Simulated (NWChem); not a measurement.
# One shape, several levels: C3H3NO (oxazole)

Aim: a comparison of 3 runs (HF/def2-SVP, B3LYP/pcseg-1, PBE0/def2-SVP) of C3H3NO (oxazole). 

Program for the calculation: NWChem 7.3.0.

## Step 1: The structure to begin with

C3H3NO has 8 atoms, charge 0, and is taken as a singlet. SMILES: `c1cocn1`. The coordinates come from a PBE0-D4/def2-TZVP relaxation.

Bond lengths: C1–C2 1.348 Å, C2–O3 1.358 Å, O3–C4 1.344 Å, C1–N5 1.382 Å, C4–N5 1.285 Å, C1–H6 1.078 Å, C2–H7 1.076 Å, C4–H8 1.079 Å. Some angles: C1–C2–O3 107.9°, C2–C1–N5 109.0°, C2–O3–C4 104.3°, O3–C4–N5 114.7°, C1–N5–C4 104.2°, C1–C2–H7 135.2°, O3–C2–H7 117.0°, C2–C1–H6 129.0°, N5–C1–H6 122.1°, O3–C4–H8 116.9°.

## Step 2: Energy and forces at HF/def2-SVP (run 1)

run.py reads:

```python
from ase import Atoms
from ase.calculators.nwchem import NWChem

system = Atoms('CCOCNHHH', positions=[
    [-0.061900, 0.929600, 0.395600],
    [1.003400, 0.196300, 0.014100],
    [0.543600, -0.991000, -0.459600],
    [-0.792200, -0.904500, -0.335200],
    [-1.214100, 0.202900, 0.162800],
    [-0.086300, 1.920900, 0.818200],
    [2.069100, 0.345200, 0.007300],
    [-1.369200, -1.756600, -0.659100],
])

calc = NWChem(
    label='work',
    theory='scf',
    memory='2200 mb',
    basis='def2-SVP',
    basispar='spherical bse',
    scf={'nopen': '0', 'rhf': None, 'thresh': '1e-08', 'maxiter': '80'},
)
system.calc = calc

forces = system.get_forces()
e = system.get_potential_energy()
print(f"E = {e:.6f} eV")
print("forces (eV/A):")
for s, f in zip(system.symbols, forces):
    print(f"{s:2s} {f[0]:10.5f} {f[1]:10.5f} {f[2]:10.5f}")
print("dipole (e A):", system.get_dipole_moment().round(4))
```

The run is started by

```bash
$ export ASE_NWCHEM_COMMAND="nwchem PREFIX.nwi > PREFIX.nwo"
$ python run.py
```

Standard output:

```text
E = -6651.684059 eV
forces (eV/A):
C     0.42752   -0.28894   -0.15123
C    -0.40227   -0.17484   -0.04556
O    -1.05045    0.78799    0.40104
C     0.42444    0.78470    0.30714
N     0.63861   -1.20929   -0.55613
H     0.02885   -0.02982   -0.01491
H    -0.06016    0.06094    0.02972
H    -0.00653    0.06927    0.02988
dipole (e A): [ 0.3124 -0.0378 -0.0366]
```

The calculator wrote work.nwi:

```
title "work"

permanent_dir work

scratch_dir work

start work

geometry units angstrom nocenter noautosym noautoz
  C  -6.1899999999999997e-02 9.2959999999999998e-01 3.9560000000000001e-01
  C  1.0034000000000001e+00 1.9630000000000000e-01 1.4100000000000000e-02
  O  5.4359999999999997e-01 -9.9099999999999999e-01 -4.5960000000000001e-01
  C  -7.9220000000000002e-01 -9.0449999999999997e-01 -3.3520000000000000e-01
  N  -1.2141000000000000e+00 2.0290000000000000e-01 1.6280000000000000e-01
  H  -8.6300000000000002e-02 1.9209000000000001e+00 8.1820000000000004e-01
  H  2.0691000000000002e+00 3.4520000000000001e-01 7.3000000000000001e-03
  H  -1.3692000000000000e+00 -1.7565999999999999e+00 -6.5910000000000002e-01
end

memory 2200 mb

basis spherical bse noprint
   * library def2-SVP
end

scf
  nopen 0
  rhf
  thresh 1e-08
  maxiter 80
end

task scf gradient
```

work.nwo:

```text
Northwest Computational Chemistry Package (NWChem) 7.3.0
             --------------------------------------------------------

           Job information
           ---------------

    nwchem branch   = 7.3.0
    use scalapack   = T
    input           = work.nwi
    prefix          = work.
    data base       = work/work.db
    status          = startup
    nproc           =        1

           Memory information
           ------------------

[... 5 lines left out ...]
    hardfail = no
[... 134 lines left out ...]
         Quadratically convergent ROHF
[... 15 lines left out ...]
       Final RHF  results
[... 4 lines left out ...]
      Two-electron energy =    248.531162679299
[... 37 lines left out ...]
                       ROHF Final Molecular Orbital Analysis
[... 236 lines left out ...]
                 ----------------------------------------
                 |  Time  |  1-e(secs)   |  2-e(secs)   |
                 ----------------------------------------
                 |  CPU   |       0.01   |       2.59   |
                 ----------------------------------------
                 |  WALL  |       0.01   |       2.59   |
                 ----------------------------------------

 Task  times  cpu:       15.8s     wall:       15.8s
 Total times  cpu:       15.8s     wall:       15.8s
```

Run time: 17 s. Hardware: 1 thread of Intel Xeon 6975P-C (Granite Rapids), shared host; peak memory 0.1 GiB.

## Step 3: Energy and gradient at B3LYP/pcseg-1 (run 2)

test.nw reads:

```
START test
TITLE "C3H3NO B3LYP"
memory 2200 mb

GEOMETRY units angstroms noautosym nocenter noautoz
C    -0.061900    0.929600    0.395600
C     1.003400    0.196300    0.014100
O     0.543600   -0.991000   -0.459600
C    -0.792200   -0.904500   -0.335200
N    -1.214100    0.202900    0.162800
H    -0.086300    1.920900    0.818200
H     2.069100    0.345200    0.007300
H    -1.369200   -1.756600   -0.659100
END

BASIS "ao basis" spherical bse
* library pcseg-1
END

DFT
xc b3lyp
grid xfine
convergence energy 1e-08
iterations 100
mulliken
END

TASK dft gradient
```

The run is started by

```bash
$ nwchem test.nw > test.out
```

Standard output:

```text
[...]
          Wavefunction type:  closed shell.
          No. of atoms     :     8
          No. of electrons :    36
[...]
          Charge           :     0
          Spin multiplicity:     1
[...]
          AO basis - number of functions:    85
[...]
              XC Information
              --------------
                         B3LYP Method XC Potential
                     Hartree-Fock (Exact) Exchange  0.200
                        Slater Exchange Functional  0.800 local
                    Becke 1988 Exchange Functional  0.720 non-local
              Lee-Yang-Parr Correlation Functional  0.810
                  VWN I RPA Correlation Functional  0.190 local
[...]
 d= 0,ls=0.0,diis     1   -245.9454332554 -4.10D+02  1.26D-02  6.66D-01     3.2
[...]
 d= 0,ls=0.0,diis    10   -246.0279178146 -2.19D-09  9.35D-07  1.72D-08    27.8
         Total DFT energy =     -246.027917814636
      One electron energy =     -657.983566099706
           Coulomb energy =      280.644902430339
    Exchange-Corr. energy =      -32.900728602327
 Nuclear repulsion energy =      164.211474457058
[...]
      Total Density - Mulliken Population Analysis
     ---------------------------------------------
    Atom       Charge   Shell Charges
 -----------   ------   -------------------------------------------------------
    1 C    6     5.97   1.99  0.75  0.40  2.14  0.64  0.05
    2 C    6     5.87   1.99  0.75  0.38  2.10  0.58  0.06
    3 O    8     8.37   2.00  0.92  0.88  2.96  1.59  0.03
    4 C    6     5.68   1.99  0.76  0.28  2.08  0.47  0.09
    5 N    7     7.37   2.00  0.87  0.75  2.42  1.29  0.04
    6 H    1     0.92   0.77  0.13  0.02
    7 H    1     0.91   0.77  0.13  0.02
    8 H    1     0.90   0.77  0.11  0.02
[...]
  wavefunction    = closed shell
[...]
```

Run time: 34 s. Hardware: 1 thread of Intel Xeon 6975P-C (Granite Rapids), shared host; peak memory 0.14 GiB.

## Step 4: Energy and gradient at PBE0/def2-SVP (run 3)

c3h3no.nw reads:

```
start c3h3no
title "C3H3NO"
memory total 2200 mb
geometry units atomic noautosym nocenter noautoz
   C     -0.11697405     1.75668941     0.74757565
   C      1.89615119     0.37095324     0.02664514
   O      1.02725512    -1.87271859    -0.86851813
   C     -1.49704104    -1.70925728    -0.63343620
   N     -2.29431649     0.38342543     0.30764741
   H     -0.16308336     3.62997491     1.54617392
   H      3.91003232     0.65233346     0.01379500
   H     -2.58741301    -3.31949291    -1.24551849
end
basis spherical bse
   * library def2-SVP
end
dft
   xc pbe0
   grid xfine
   convergence energy 1e-08
   maxiter 100
   mulliken
end
task dft gradient
```

The run is started by

```bash
$ nwchem c3h3no.nw > c3h3no.out
```

Standard output:

```text
[...]
          Wavefunction type:  closed shell.
          No. of atoms     :     8
          No. of electrons :    36
[...]
          Charge           :     0
          Spin multiplicity:     1
[...]
          AO basis - number of functions:    85
[...]
              XC Information
              --------------
                         PBE0 Method XC Functional
                     Hartree-Fock (Exact) Exchange  0.250
          PerdewBurkeErnzerhof Exchange Functional  0.750
            Perdew 1991 LDA Correlation Functional  1.000 local
           PerdewBurkeErnz. Correlation Functional  1.000 non-local
[...]
 d= 0,ls=0.0,diis     1   -245.5375744372 -4.10D+02  1.18D-02  6.07D-01     3.4
[...]
 d= 0,ls=0.0,diis    10   -245.6151238928 -1.05D-09  8.01D-07  1.14D-08    26.8
         Total DFT energy =     -245.615123892786
      One electron energy =     -657.800283842978
           Coulomb energy =      280.559208657457
    Exchange-Corr. energy =      -32.585511291706
 Nuclear repulsion energy =      164.211462584441
[...]
      Total Density - Mulliken Population Analysis
     ---------------------------------------------
    Atom       Charge   Shell Charges
 -----------   ------   -------------------------------------------------------
    1 C    6     6.00   1.99  0.91  0.26  2.09  0.70  0.05
    2 C    6     5.90   1.99  0.91  0.25  2.06  0.64  0.06
    3 O    8     8.23   1.99  1.10  0.65  2.86  1.61  0.02
    4 C    6     5.82   1.99  0.92  0.18  2.04  0.59  0.09
    5 N    7     7.20   1.99  1.04  0.52  2.35  1.27  0.03
    6 H    1     0.96   0.75  0.18  0.02
    7 H    1     0.95   0.74  0.18  0.02
    8 H    1     0.94   0.75  0.17  0.02
[...]
  wavefunction    = closed shell
[...]
```

Wall time 34 s (1 thread of Intel Xeon 6975P-C (Granite Rapids), shared host); peak memory 0.14 GiB.

## Step 5: All runs side by side

| run | level | iteration cap | module | energy (Eh) | dipole moment (D) | HOMO energy (eV) | LUMO energy (eV) | wall time |
| --- | --- | --- | --- | --- | --- | --- | --- | --- |
| 1 | HF/def2-SVP | 80 | scf | -244.444882 | 1.52 | -9.61 | 4.02 | 17 s |
| 2 | B3LYP/pcseg-1 | 100 | dft | -246.027918 | 1.58 | -7.24 | -0.37 | 34 s |
| 3 | PBE0/def2-SVP | 100 | dft | -245.615124 | 1.55 | -7.38 | 0.02 | 34 s |

## Step 6: What came out

```
                       quantity          value
            run 3: total energy  -245.61512 Eh
           run 3: dipole moment         1.55 D
             run 3: HOMO energy       -7.38 eV
             run 3: LUMO energy        0.02 eV
           run 3: HOMO–LUMO gap        7.40 eV
run 3: largest force on an atom     0.485 eV/Å
```

What this shows: The dipole moment (its size) runs from 1.52 D (HF/def2-SVP) to 1.58 D (B3LYP/pcseg-1). The two ends differ in method and basis. The HOMO–LUMO gap runs from 6.88 eV (B3LYP/pcseg-1) to 13.63 eV (HF/def2-SVP). Totals of different functionals can't be ranked against each other. All runs together took 85 s, the longest 34 s.
